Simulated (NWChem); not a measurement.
System: carbonyl sulfide (COS); SMILES O=C=S

Input file for NWChem:

```
start job
memory heap 200 mb stack 900 mb global 1100 mb
geometry units angstroms noautosym nocenter noautoz
  O     -1.676535     0.026960     0.022296
  C     -0.520351     0.008350     0.006924
  S      1.043153    -0.016772    -0.013873
end
basis spherical
  * library def2-svp
end
dft
  xc pbe0
  iterations 150
end
cosmo
  do_cosmo_smd true
  solvent water
end
task dft energy
```

The geometry was optimised at PBE0/def2-SVP. Solvent: water.

Level: PBE0/def2-SVP with SMD (1 M gas to 1 M solution), gas-phase geometry.

**Question.** Predict the main results of this run. (PBE0/def2-SVP, SMD on the gas-phase geometry.) Quantities: solvation free energy (kcal/mol); cavity-dispersion-structure term (kcal/mol); dipole in solution (D).

**Answer.** 
```
Quantity                                     Result
-------------------------------------------  ------
solvation free energy (kcal/mol)                2.3
cavity-dispersion-structure term (kcal/mol)     3.5
dipole in solution (D)                         0.62
```
